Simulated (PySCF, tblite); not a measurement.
# Reproducing measurements on sulfonyl fluoride

**What was measured.**

NIST CCCBDB Release 22 (SRD 101), experimental dipoles lists, for the gas: dipole moment (microwave Stark effect) 1.12 D.

From CRC Handbook of Chemistry and Physics, for the gas at 298.15 K: standard entropy 284 J/(mol K).

The results are set against them at the end.

Sulfonyl fluoride, F2O2S.
Numbering: `[O:1]=[S:2](=[O:3])([F:4])[F:5]`

Structure used (GFN2-xTB), in Å, numbered top down from 1:
```
atom  x, y, z in Å
O1    -0.2383   -1.1049   -0.9766
S2    -0.0639   -0.1609    0.0428
O3    -0.3608   -0.3767    1.3940
F4    -0.7443    1.2117   -0.4131
F5     1.4159    0.4336   -0.0642
```

Runs made with PySCF (gas phase, on this GFN2-xTB geometry; no spin–orbit coupling):

```csv
level,job,basis functions
PBE0/pcSseg-1,"shieldings, charges and field gradients",92
wB97X-D/def2-SVPD,"8 singlets by full TDDFT, 3 Tamm–Dancoff triplets, polarisability",119
```

GFN2-xTB wavenumbers (cm⁻¹, harmonic, unscaled, at the method's own geometry): 296, 312, 425, 430, 446, 691, 715, 1172, 1407. Point group C2v, symmetry number 2. Entropy at 298.15 K and 1 bar in J/(mol K): translation 166.5, rotation 100.6, vibration 25.1.

**Comparison with experiment**

**Dipole moment.** Measured: 1.12 D (NIST CCCBDB Release 22 (SRD 101), experimental dipoles).

```tsv
level	computed (D)	computed − measured (D)	% (from the printed values)
PBE0/pcSseg-1	0.50	-0.62	-55
wB97X-D/def2-SVPD	0.57	-0.55	-49
```

Closest is wB97X-D/def2-SVPD (-0.55 D), furthest PBE0/pcSseg-1 (-0.62 D); one molecule doesn't rank methods. The computed dipoles belong to one fixed geometry; measured ones are averaged over vibrations unless marked μe. Magnitudes are compared, not signs.

**Standard entropy at 298.15 K.** Measured: 284 J/(mol K) (298.15 K; CRC Handbook of Chemistry and Physics).

```tsv
level	computed (J/(mol K))	computed − measured (J/(mol K))	% (from the printed values)
GFN2-xTB, rigid rotor and harmonic oscillator	292.3	+8.3	+3
```

Ideal gas at 1 bar, most abundant isotopes; table values of this kind come from calorimetry or from spectroscopic constants.

The geometry is computed, not the measured one. Where a level misses, the cause wasn't examined.
